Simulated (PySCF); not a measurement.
## SO₂: breathing scan

Level of theory: PySCF, TPSS, basis S def2-TZVP, O def2-TZVP (no relativity, density fitting).

Rigid scan from the singlet minimum (S–O 1.454 Å (×2); O–S–O 118.9°). Coordinate: all bonds to the central atom scaled together. Energies in kJ/mol from the minimum.

Problem. Predict the curve at 0.88, 0.92, 0.96, 1.00, 1.04, 1.08, 1.14, 1.22, 1.35.

Solution. 
```csv
scale of all bonds to the centre,E (kJ/mol),dipole size (D)
0.88,259.2,1.08
0.92,100.1,1.27
0.96,21.8,1.44
1.00,0.0,1.60
1.04,17.0,1.73
1.08,60.0,1.85
1.14,154.3,1.98
1.22,306.1,2.11
1.35,561.4,2.20
```

At long bonds a restricted determinant can lie too high, and another spin state can fall below this curve.

Other isomers or separated fragments may lie lower.

The scan took 17 s on 2 threads of a shared Arm Neoverse V1 host; the process peaked at 0.79 GiB.
